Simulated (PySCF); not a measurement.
## FH2P: core ionisation energies

Species: FH2P.
Cartesian coordinates in Å at the PBE0-D3(BJ)/def2-SVP level; atoms count from 1:
```xyz
4
FH2P angstrom
F      0.7380   -1.2124   -0.0418
P      0.2829    0.2804    0.4119
H     -1.1308    0.0442    0.4921
H      0.1462    0.8556   -0.8962
```

Computed with delta-SCF UKS SCAN, pcX-2 on the ionised atom, pcseg-1 elsewhere, spin-free X2C (PySCF 2.14.0). Each binding energy is the total energy of the core-ionised species, with the hole localised on one atom, minus that of the ground state; both are solved self-consistently, so orbital relaxation is included.

**Question.** What binding energy does each computed site have?

**Answer.** 
```csv
atom(s),bonded to,level,binding energy (eV),count
F1,P,F 1s,692.78,1
P2,F and 2 H,P 1s,2152.51,1
```

**Question.** What is the longest wavelength that can ionise P 1s of P2 vertically?

**Answer.** λ = hc/E = 12398.42 eV Å / 2152.51 eV = 5.760 Å.

**Question.** Which photon energy gives electrons from P 1s of P2 a kinetic energy of 200 eV, and what is their de Broglie wavelength?

**Answer.** hν = 2152.51 + 200 = 2352.51 eV, recoil neglected; λ = 12.264 Å/√(E/eV) = 0.87 Å.

Not every level is listed. Geometry: PBE0-D3(BJ)/def2-SVP; no solvent, vibrations or thermal averaging.
